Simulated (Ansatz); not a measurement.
A trace of molecular dynamics of CH$_{5}$B (7 atoms, charge 0, multiplicity 1).

All numbers below come from Ansatz, RKS r2SCAN-D4/def2-SVP.

```yaml
ensemble: NVE (velocity Verlet)
starting_velocities_drawn_for: 300 K
seed: 444314
```

| time (fs) | T (K) | potential energy less start (eV) | conserved less start (meV/atom) |
| --- | --- | --- | --- |
| 0 | 300 | 0.000 | 0.00 |
| 8 | 1713 | 1.175 | 298.32 |
| 16 | 11387 | 11.086 | 2607.29 |
| 24 | 15174 | 18.152 | 3966.44 |
| 32 | 14761 | 18.307 | 3950.54 |
| 40 | 14776 | 18.236 | 3941.68 |
| 48 | 14508 | 18.953 | 4019.31 |
| 56 | 22588 | 20.648 | 5007.54 |
| 64 | 55606 | 26.574 | 8902.55 |
| 72 | 53550 | 27.651 | 8866.59 |
| 80 | 57562 | 24.628 | 8805.13 |
| 88 | 67097148 | 34.778 | 6199924.26 |
| 96 | 67097124 | 34.798 | 6199925.04 |
| 104 | 67097111 | 34.807 | 6199925.02 |
| 112 | 67097104 | 34.811 | 6199925.01 |
| 120 | 67097101 | 34.813 | 6199925.01 |
| 128 | 67097099 | 34.814 | 6199925.00 |
| 136 | 67097097 | 34.815 | 6199925.00 |
| 144 | 67097096 | 34.816 | 6199925.00 |
| 152 | 67097095 | 34.816 | 6199925.00 |
| 160 | 67097095 | 34.817 | 6199925.00 |

Problem. Is this trajectory sound?

Solution. The conserved energy changed by up to 6.2e+06 meV per atom, so the integration failed: the time step of 4 fs is too long for the fastest motions that this run met, and the later frames carry no physical meaning.

Time of the run: 8.4 min on 1 thread of Arm Neoverse V2, on a shared host, peak memory 0.1 GiB.
